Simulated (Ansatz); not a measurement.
Ansatz (a first-principles code) input (CCSD(T)/cc-pCVTZ): A basis named .json is the Basis Set Exchange file of that set (core-valence sets with the plain set on hydrogen).

Ansatz 0.2 input:
```yaml
crystal:
  periodic: [false, false, false]
  atoms:
    - {symbol: C, position_ang: [0.00394345, 0.00524516, 0.76725426]}
    - {symbol: Cl, position_ang: [-0.01752138, 1.48253369, -0.22626440]}
    - {symbol: Cl, position_ang: [0.01529894, -1.48548974, -0.20614288]}
    - {symbol: H, position_ang: [-0.89039947, -0.00050138, 1.37837936]}
    - {symbol: H, position_ang: [0.90452024, 0.01928333, 1.36901878]}
basis:
  gaussian:
    orbitals: cc-pCVTZ.json
magnetization: {spin_polarized: false}
correlation: {method: ccsd_t, frozen_orbitals: {C: 0, Cl: 1, H: 0}}
```

Output:

```
Functional definition: HF
integrals: 0.68 GiB planned
1175 factors; integrals over basis functions are off by at most 9.2e-4 eV
mean field: 0.82 GiB planned
mean field evaluation 1: about -26069.5960 eV, gradient 1.7e1 eV
mean field evaluation 2: about -26069.7544 eV, gradient 1.7e1 eV
mean field evaluation 4: about -26070.6473 eV, gradient 2.6e0 eV
mean field evaluation 8: about -26070.6769 eV, gradient 1.4e-1 eV
mean field evaluation 16: about -26070.2988 eV, gradient 8.9e0 eV
mean field -26070.67706898 eV, -958.0797109453 hartree, gradient 1.8e-6 eV, S^2 0.000000; 0 other end points of the search recorded, 0 dependent functions left out
2 core orbitals not correlated
reference -26070.67706898 eV, -958.0797109453 hartree; 19, 19 occupied and 168, 168 virtual orbitals, 1175 factors
second order -32.89920984 eV of doubles, -0.00000000 eV of singles
coupled cluster: 1.39 GiB planned
cycle   1  -33.38857666 eV  change   -4.9e-1 eV  update   7.8e-2
cycle   2  -33.81295752 eV  change   -4.2e-1 eV  update   2.2e-2
cycle   3  -33.88257369 eV  change   -7.0e-2 eV  update   9.6e-3
cycle   4  -33.87291074 eV  change    9.7e-3 eV  update   2.0e-3
cycle   5  -33.87287082 eV  change    4.0e-5 eV  update   8.6e-4
cycle   6  -33.87333081 eV  change   -4.6e-4 eV  update   2.3e-4
cycle   7  -33.87330696 eV  change    2.4e-5 eV  update   1.2e-4
cycle   8  -33.87323536 eV  change    7.2e-5 eV  update   3.7e-5
cycle   9  -33.87324522 eV  change   -9.9e-6 eV  update   1.2e-5
perturbative correction -0.84225305 eV, -0.0309522288 hartree
Total energy: -26105.39256725 eV, -959.3554819759 hartree
```
